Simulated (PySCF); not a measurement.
Stepwise substitution at one centre (Si H-F). All species are isolated molecules in the gas phase. Strings in code marks are SMILES.

Level of theory: PBE-D3(BJ)/def2-TZVP // B3LYP-D3(BJ)/def2-TZVP (PySCF). 

```
species                                  dipole moment (D)  HOMO (eV)  LUMO (eV)
---------------------------------------  -----------------  ---------  ---------
0 of 4 H replaced by F                                0.00      -8.52          –
1 of 4 H replaced by F                                1.21      -8.32      -1.02
2 of 4 H replaced by F (`F[SiH2]F`)                   1.38      -8.38      -0.59
3 of 4 H replaced by F (`[SiH](F)(F)F`)               1.23      -9.57          –
4 of 4 H replaced by F (`F[Si](F)(F)F`)               0.00     -10.58      -0.60
```
